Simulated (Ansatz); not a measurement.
**SiNH3 (singlet): wave-function methods side by side, cc-pVDZ**

One table from this session's results is given with a row withheld; the runs are named, their logs left out.

Program: Ansatz 0.2.0, Gaussian basis. Level of theory: cc-pVDZ, core rule «outside noble gas», up to 6 orbitals frozen. These are calculated values, not measurements.

The runs, in order: UHF; CCSD(T) on RHF; BCCD(T) on RHF; CISD; CCSDT(Q) on RHF; CCSDTQ on RHF; CASSCF and MRCISD+Q, 12 electrons in 11 orbitals; CASSCF and NEVPT2, 12 electrons in 11 orbitals.

1 further run of the same task is left out (set aside as unsound or not needed).

### The geometry

The geometry is a PBE0/def2-TZVP stationary point (not a proven minimum).

5 atoms, charge 0, spin multiplicity 1.

Atoms are counted from 1 here; the program's logs count them from 0.

Bond lengths: Si1–N2 1.707 Å, Si1–H3 1.532 Å, N2–H4 1.008 Å, N2–H5 1.008 Å. Angles: N2–Si1–H3 94.1°, Si1–N2–H4 126.3°, Si1–N2–H5 121.7°, H4–N2–H5 112.0°.

As a file:

```
Si    0.0000   -0.0811    0.6246
N     0.0000    0.0494   -1.0775
H     0.0000    1.4343    0.8505
H     0.0000    0.9052   -1.6101
H     0.0000   -0.7657   -1.6709
```

Set-up of the first run:

in.yaml reads:

```yaml
crystal:
  periodic: [false, false, false]
  atoms:
    - {symbol: Si, position_ang: [0.000000, -0.081122, 0.624572]}
    - {symbol: N, position_ang: [0.000000, 0.049408, -1.077458]}
    - {symbol: H, position_ang: [0.000000, 1.434266, 0.850543]}
    - {symbol: H, position_ang: [0.000000, 0.905200, -1.610089]}
    - {symbol: H, position_ang: [0.000000, -0.765663, -1.670950]}
basis:
  gaussian: {orbitals: cc-pVDZ}
magnetization: {spin_polarized: true, initial_magnetization: 0}
hamiltonian: {xc: hf}
output: {orbitals: {seedname: orbitals}}
```

Run with:

```sh
> ansatz run in.yaml --threads 1 --pin off --events-out ev --progress --plain --max-ram 4096MiB --backend cpu
```

Steps of the session up to this table: UHF; CCSD(T) on RHF; BCCD(T) on RHF; CISD; CCSDT(Q) on RHF; CCSDTQ on RHF; CASSCF and MRCISD+Q, 12 electrons in 11 orbitals; CASSCF and NEVPT2, 12 electrons in 11 orbitals.

One table of the session follows, with a row left open; its other results are not shown here.

```
          method  from RCCSDTQ (meV)
             RHF                   ?
            RMP2             +1071.2
            CISD              +948.1
           RCCSD              +259.5
        RCCSD(T)               +38.7
         BCCD(T)               +37.7
          RCCSDT               +18.3
       RCCSDT(Q)                -1.8
         RCCSDTQ                   0
  CASSCF valence             +4700.6
  NEVPT2 valence             +1373.4
  MRCISD valence              +381.6
MRCISD+Q valence               +78.5
```

**Question.** Estimate the row for RHF.

The run gave: from RCCSDTQ (meV): +8174.4. In the column «from RCCSDTQ (meV)» it is the highest.
